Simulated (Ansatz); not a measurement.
in.yaml

```yaml
crystal:
  periodic: [false, false, false]
  atoms:
    - {symbol: C, position_ang: [0.000000, -0.252496, 1.704393]}
    - {symbol: Si, position_ang: [0.000000, 0.153083, 0.018811]}
    - {symbol: O, position_ang: [0.000000, -0.110768, -1.469523]}
    - {symbol: H, position_ang: [0.000000, 0.501477, 2.492415]}
basis:
  gaussian: {orbitals: cc-pVTZ}
magnetization: {spin_polarized: true, initial_magnetization: 3}
correlation: {method: ccsdt_q, electrons: outside_noble_gas}
```

```sh
$ ansatz run in.yaml --threads 2 --pin off --events-out ev --progress --plain --max-ram 24576MiB --backend cuda --devices 0, --max-vram 18GiB
```

Output:

```
1350 factors; integrals over basis functions are off by at most 2.1e-7 eV
mean field evaluation 1: about -10937.2955 eV, gradient 3.2e1 eV
mean field evaluation 2: about -10937.3113 eV, gradient 3.2e1 eV
mean field evaluation 4: about -10942.1658 eV, gradient 4.1e0 eV
mean field evaluation 8: about -10942.5856 eV, gradient 2.5e-1 eV
mean field evaluation 16: about -10937.2964 eV, gradient 3.2e1 eV
mean field evaluation 32: about -10940.3270 eV, gradient 1.2e-6 eV
mean field evaluation 64: about -10940.4289 eV, gradient 1.0e0 eV
mean field evaluation 96: about -10941.3930 eV, gradient 3.4e0 eV
mean field evaluation 128: about -10938.8294 eV, gradient 1.9e1 eV
mean field evaluation 160: about -10938.9613 eV, gradient 3.2e0 eV
...
cycle  18  -12.87328288 eV  change    2.8e-5 eV  update   4.5e-5
cycle  19  -12.87326118 eV  change    2.2e-5 eV  update   3.2e-5
cycle  20  -12.87324913 eV  change    1.2e-5 eV  update   1.9e-5
cycle  21  -12.87324602 eV  change    3.1e-6 eV  update   1.3e-5
cycle  22  -12.87325345 eV  change   -7.4e-6 eV  update   8.6e-6
cycle  23  -12.87324889 eV  change    4.6e-6 eV  update   6.2e-6
cycle  24  -12.87324652 eV  change    2.4e-6 eV  update   3.8e-6
cycle  25  -12.87324780 eV  change   -1.3e-6 eV  update   2.5e-6
cycle  26  -12.87324625 eV  change    1.5e-6 eV  update   1.9e-6
cycle  27  -12.87324637 eV  change   -1.2e-7 eV  update   1.2e-6
perturbative correction -0.05518674 eV, -0.0020280754 hartree
Total energy: -10955.51783700 eV, -402.6078545931 hartree
```

Ran on 2 threads of AMD EPYC 7R13 with a shared H100 80 GB, shared host: 94 s wall, 1.4 GiB peak host memory.
